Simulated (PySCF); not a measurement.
Compound: H₃PS.
SMILES: `[PH3]=S`

Level of theory: TDDFT PBE0/def2-SVPD, vertical, gas phase, core orbitals frozen in the response in PySCF. Isolated species at its GFN2-xTB geometry, gas phase.

List the vertical singlet excitations with oscillator strengths and describe the spectrum.

```
state  λ (nm)  E (eV)       f  symmetry  main configurations (H = HOMO, L = LUMO)
   S1   228.7    5.42   0.021         E                            H-1/H→L (≥93%)
   S2   228.6    5.42   0.021         E                            H-1/H→L (≥93%)
   S3   207.2    5.99  0.0000         –          H-1/H→L+2 (50%), H-1/H→L+3 (49%)
   S4   206.2    6.01   0.013         E                          H-1/H→L+1 (≥94%)
   S5   206.2    6.01   0.013         E                          H-1/H→L+1 (≥94%)
   S6   200.6    6.18  0.0009         –        H-1/H→L+2 (≥47%), H-1/H→L+3 (≥47%)
   S7   200.6    6.18  0.0008         –        H-1/H→L+3 (≥48%), H-1/H→L+2 (≥46%)
   S8   183.7    6.75   0.177        A1        H-1/H→L+3 (≥46%), H-1/H→L+2 (≥45%)
```

Triplets, Tamm–Dancoff:

```tsv
state	E (eV)	λ (nm)	main configurations (H = HOMO, L = LUMO)
T1	4.90	253.0	H-1/H→L (≥91%)
T2	4.90	253.0	H-1/H→L (≥91%)
```

The lowest singlet level (S1/S2) lies at 5.42 eV (229 nm, ultraviolet) and is of moderate strength. The strongest level in the table is S8 at 6.75 eV (184 nm, f = 0.177). It is the last of those listed, so stronger ones may follow. S1/S2, S4/S5 and S6/S7 lie within about 0.01 eV of each other in each set; the point group C3v has degenerate representations, and within a degenerate level the listed configurations can mix freely. Löwdin shares by element: HOMO (one of a set within 0.03 eV) sulfur 74%, phosphorus 19%; LUMO sulfur 34%, hydrogen 28% or more, phosphorus 24%. Orbital energies (eV): HOMO-3 -12.55, HOMO-2 -10.71, HOMO-1 -7.03, HOMO -7.03, LUMO -0.18, LUMO+1 0.31, LUMO+2 0.56. Of the 8 states listed, 5 reach f = 0.01 and 1 stays under 0.0005. Weighted by f, the mean energy of these states is 6.44 eV. Symmetry labels in C3v follow from the direction of the transition dipole and are given only for states with f of 0.002 or more. Orbitals of the list HOMO-3 to LUMO+2 that lie within 0.01 eV of each other are written together with a slash and their weights summed (≥ marks a lower bound); for degenerate orbitals outside that list single weights are arbitrary. Only the lowest 8 singlets were computed, as vertical energies without vibronic structure.
